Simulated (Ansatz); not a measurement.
C3H6S2 can be A, `S=CCCS`, or B, `CCSC=S`.

Gas-phase electronic energies from Ansatz, PBE0-D4/def2-TZVP geometries. CBS: MP2 limit from def2 TZ/QZ plus the TZ coupled-cluster correction, frozen cores. Functionals use def2-TZVPP. B3LYP here is the variant with VWN-RPA as its local correlation; programs differ in this. Each species was taken in one conformer, which may not be the lowest.

Question: Which isomer does CCSD(T)/CBS put lower? Give the gap. (Estimate.)

Answer: The calculation gave: B, by 24.9 kJ/mol.

Question: Give E(B) − E(A) in kJ/mol with HF/def2-TZVPP, B3LYP-D4, B3LYP, PBE-D4, r2SCAN-D4, CCSD/def2-TZVPP, B2PLYP. (Best estimate.)

Answer: The calculation gave: HF/def2-TZVPP -11.9, B3LYP-D4 -35.4, B3LYP -36.0, PBE-D4 -44.6, r2SCAN-D4 -43.9, CCSD/def2-TZVPP -17.1, B2PLYP -32.8. None reverses the order clearly.

Largest T1 diagnostic: 0.015.

From PBE to PBE0 (25 % exact exchange), in def2-TZVPP and without D4, E(B) − E(A) moves by +9.4 kJ/mol. In def2-TZVPP, CCSD(T) changes the Hartree–Fock value by −10.0 kJ/mol (the triples alone add −4.8 kJ/mol) and MP2 by −16.8 kJ/mol.
